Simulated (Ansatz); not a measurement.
Geometry optimisation, UKS LDA/def2-SVP in Ansatz 0.2.0.

Input:

```yaml
crystal:
  periodic: [false, false, false]
  atoms:
    - { symbol: F, position_ang: [-0.53076, -2.3025, 0.58567] }
    - { symbol: B, position_ang: [0.27264, -1.27665, 0.6371] }
    - { symbol: Si, position_ang: [0.0679, 0.49502, -0.15145] }
    - { symbol: H, position_ang: [-1.12783, 0.83987, -0.94428] }
    - { symbol: H, position_ang: [1.39152, -1.03333, 0.87752] }
    - { symbol: H, position_ang: [0.11345, 1.498, 0.92251] }
magnetization:
  spin_polarized: true
  initial_magnetization: 1
basis:
  gaussian: { orbitals: def2-SVP }
hamiltonian:
  xc: lda
relax:
  f_tol: 0.02
  max_steps: 50
```

Command:

```bash
$ ansatz run input.yaml --threads 1 --pin off --max-ram 2048MiB --backend cpu --events-out ev --progress --plain --runs-dir out
```

Q: Where does it end, and by what steps?

A: The forces met the threshold. After 6 steps the energy has fallen by 0.942 eV; H5 moved furthest, 0.62 Å.

| step | energy less start (eV) | largest force component (eV/Å) | accepted |
| --- | --- | --- | --- |
| 0 | 0.0000 | 1.691 | yes |
| 1 | -0.5607 | 1.017 | yes |
| 2 | -0.7615 | 1.052 | yes |
| 3 | -0.8964 | 0.352 | yes |
| 4 | -0.9285 | 0.260 | yes |
| 5 | -0.9409 | 0.043 | yes |
| 6 | -0.9415 | 0.015 | yes |

```xyz
6
Properties=species:S:1:pos:R:3
F -0.282 -2.333 0.203
B 0.336 -1.242 0.625
Si -0.236 0.540 0.051
H -1.377 0.843 -0.879
H 1.283 -1.364 1.392
H 0.464 1.776 0.536
```

Whether the end is a true minimum wasn't checked by a vibrational analysis.

Run time: 17 s on 1 thread of AMD EPYC (Zen 3), on a shared host, peak memory 0.14 GiB.
